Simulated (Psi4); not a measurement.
Process, species as SMILES: FC(F)(F)F + 4 [H][H] (H2) → C (CH4) + 4 F (HF)
B3LYP-D3(BJ)/def2-TZVP geometries, fixed; electronic energies without zero-point terms.

Effect of the grid (radial, spherical points) at B3LYP/aug-cc-pVTZ with Psi4, against the last row, where the energy of full hydrogenation is -68.61 kcal/mol. Cost is core time over that of grid: 35, 110, rough, on shared machines of one kind.

| setting | grid points, largest species | largest shift of a total energy (mEh) | shift of the energy of full hydrogenation (kcal/mol) | cost |
|---|---|---|---|---|
| grid: 35, 110 | 19030 | -1.023 | 0.526 | 1× |
| grid: 50, 194 | 47868 | 0.067 | -0.041 | 1× |
| grid: 75, 302 | 110184 | 0.027 | -0.017 | 2× |
| grid: 99, 590 | 284874 | 0.001 | -0.001 | 3× |
| grid: 150, 974 | 706058 | 0.000 | 0.000 | 6× |

Within 0.02 kcal/mol in the energy of full hydrogenation: grid: 75, 302; grid: 99, 590. The largest shift is 1.023 mEh in a total energy and 0.526 kcal/mol in the difference.
